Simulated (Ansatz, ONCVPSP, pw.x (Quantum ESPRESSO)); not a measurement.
pw.x on diamond Li: one setting changed

Potential: optimised norm-conserving Vanderbilt (ONCV), ONCVPSP 4.0.1, PBEsol; core none, reference 1s2 2s1; waves: 1s+2s: rc 1.30 bohr, ncon 4, nbas 8, qcut 8.3 1/bohr, 2 projectors; p scattering state at 0.09 Ha: rc 1.25 bohr, ncon 4, nbas 8, qcut 6 1/bohr, 2 projectors, debl 3.6 Ha; d scattering state at 0.07 Ha: rc 1.30 bohr, ncon 3, nbas 7, qcut 8.3 1/bohr, 2 projectors, debl 3.4 Ha; local part: polynomial inside 1.15 bohr (lpopt 3, dvloc0 2 Ha); core correction: none.

The reference run (k-mesh 8³, cutoffs 80/320 Ry, Fermi–Dirac 0.01 Ry, mixing_beta 0.4, conv_thr 1e-9, no spin) gives -0.02 GPa at 25.938 Å³/atom, where all-electron LAPW gives -0.02 GPa. This run, with its own iteration cap, changes k-mesh shift to 1.

```
&control
  calculation='scf', prefix='x', pseudo_dir='./', outdir='./tmp', tstress=.true., disk_io='none'
/
&system
  ibrav=0, nat=2, ntyp=1, ecutwfc=80, ecutrho=320, nbnd=10,
  occupations='smearing', smearing='fd', degauss=0.01
/
&electrons
  conv_thr=1e-09, mixing_beta=0.4, electron_maxstep=60
/
ATOMIC_SPECIES
Li 1.0 Li.UPF
CELL_PARAMETERS angstrom
  0.00000000 2.96013939 2.96013939
  2.96013939 0.00000000 2.96013939
  2.96013939 2.96013939 0.00000000
ATOMIC_POSITIONS crystal
Li 0.0000 0.0000 0.0000
Li 0.2500 0.2500 0.2500
K_POINTS automatic
8 8 8 1 1 1
```

```bash
pw.x < Li.scf.in > Li.scf.out
```

**Question.** How does the run end?

**Answer.** It converges in 6 iterations; the free energy moves by +1.2 meV/atom and the pressure by -0.01 GPa.

```
Message from routine setup:
     using ibrav=0 with symmetry is DISCOURAGED, use correct ibrav instead
     lattice parameter (alat)  =       7.9109  a.u.
     unit-cell volume          =     350.0766 (a.u.)^3
     number of electrons       =         6.00
     number of Kohn-Sham states=           10
     kinetic-energy cutoff     =      80.0000  Ry
     charge density cutoff     =     320.0000  Ry
     scf convergence threshold =      1.0E-09
     Exchange-correlation= PBESOL
     number of k points=    60  Fermi-Dirac smearing, width (Ry)=  0.0100
     iteration #  1     ecut=    80.00 Ry     beta= 0.40
     total energy              =     -28.63749661 Ry
     estimated scf accuracy    <       0.00113456 Ry
     iteration #  2     ecut=    80.00 Ry     beta= 0.40
     total energy              =     -28.63732976 Ry
     estimated scf accuracy    <       0.00032627 Ry
     iteration #  3     ecut=    80.00 Ry     beta= 0.40
     total energy              =     -28.63735431 Ry
     estimated scf accuracy    <       0.00000138 Ry
     iteration #  4     ecut=    80.00 Ry     beta= 0.40
     total energy              =     -28.63735456 Ry
     estimated scf accuracy    <       0.00000005 Ry
     iteration #  5     ecut=    80.00 Ry     beta= 0.40
     total energy              =     -28.63735457 Ry
     estimated scf accuracy    <          8.3E-09 Ry
     iteration #  6     ecut=    80.00 Ry     beta= 0.40
     the Fermi energy is     0.3770 ev
!    total energy              =     -28.63735457 Ry
     estimated scf accuracy    <          5.0E-10 Ry
     smearing contrib. (-TS)   =      -0.00383663 Ry
     The total energy is F=E-TS. E is the sum of the following terms:
     one-electron contribution =     -21.47406685 Ry
     hartree contribution      =       7.98297818 Ry
     xc contribution           =      -6.47556144 Ry
     ewald contribution        =      -8.66686784 Ry
     convergence has been achieved in   6 iterations
          total   stress  (Ry/bohr**3)                   (kbar)     P=       -0.30
     Message from routine punch:
     Nothing written, as per user request (disk_io='none')
```

The run took about 19 s on one core of a shared host (Intel(R) Xeon(R) 6975P-C, 192 threads, 1512 GiB, load 47).
